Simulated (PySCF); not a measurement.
C5H11N.
Cartesian coordinates in Å at the GFN2-xTB level; atoms count from 1:
```
atom  x, y, z in Å
C1     2.2514    0.4452   -0.3052
C2     1.5535   -0.6464    0.4424
C3     0.2451   -0.8908    0.4496
N4    -0.7347   -0.1666   -0.2345
C5    -2.0098   -0.8366   -0.3440
C6    -0.8841    1.2352    0.0952
H7     3.2006    0.0749   -0.6898
H8     1.6450    0.7871   -1.1401
H9     2.4737    1.2964    0.3424
H10    2.1906   -1.2988    1.0221
H11   -0.1163   -1.7683    0.9792
H12   -2.6251   -0.3073   -1.0725
H13   -1.8571   -1.8550   -0.6971
H14   -2.5565   -0.8700    0.6113
H15   -1.5198    1.3785    0.9822
H16    0.0844    1.6801    0.2947
H17   -1.3478    1.7544   -0.7458
```

Computed at B3LYP/pcJ-1 (PySCF, non-relativistic), with Q(14N) = 0.02044 b: N4, 14N (I = 1): χzz = -6.070 MHz, η = 0.031.

Question: Where would the pure quadrupole (NQR) lines of 14N at N4 fall for the rigid, isolated species?

Answer: From ν± = (3/4)|χ|(1 ± η/3) and ν0 = |χ|η/2: ν+ 4.600 MHz, ν− 4.505 MHz, ν0 0.095 MHz (enamine nitrogen).

In a crystal, neighbours and librations shift these lines. GFN2-xTB bond lengths can be off by several hundredths of an ångström, more for odd bonds, and the gradients follow them. The small basis limits the accuracy of the gradients.

These values come from a run that also computed spin–spin couplings. Time: 42 s; peak memory 1.1 GiB. Hardware: Arm Neoverse V2, one thread, on a shared host.
